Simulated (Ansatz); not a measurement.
System: zinc-blende MgTe (metastable phase). Method: RPBE (PAW; Ansatz, an electronic-structure program).

Run with plane-wave cutoff 520 eV, 10×10×10 k mesh, Fermi–Dirac smearing 0.01 eV, scalar-relativistic PAW data made under PBE.

The direct gap at Γ against volume; x = 100 ln(V/35.682 Å³). One gap is withheld.

```
V (Å³/atom)      x  gap (eV)
-----------  -----  --------
33.541       -6.19     2.637
34.255       -4.08     2.544
34.968       -2.02     2.455
35.682        0.00     2.368
36.396        1.98     2.285
37.109        3.92     2.204
37.823        5.83         ?
```

Problem. Fit a straight line to the rows shown, give the volume deformation potential and predict the withheld gap.

Solution. Means of the 6 rows: x̄ = -1.065, ȳ = 2.4155 eV. Σ(x − x̄)(y − ȳ) = -3.0626 and Σ(x − x̄)² = 71.524, so the slope is -0.0428 eV per unit of x, and dE_g/d ln V = -4.3 eV. At x = 5.83: 2.4155 + (-0.0428) × (5.83 − (-1.065)) = 2.120 eV. The run gives 2.126 eV, 0.006 eV above the line, as the curve bends the same way over all rows.

Measured, for comparison: band gap 3.67 eV (2 K, zero-point motion not removed; as tabulated in arXiv:1206.3780).

Spin–orbit coupling is not included; with these elements it can move the gap by several tenths of an eV or more.
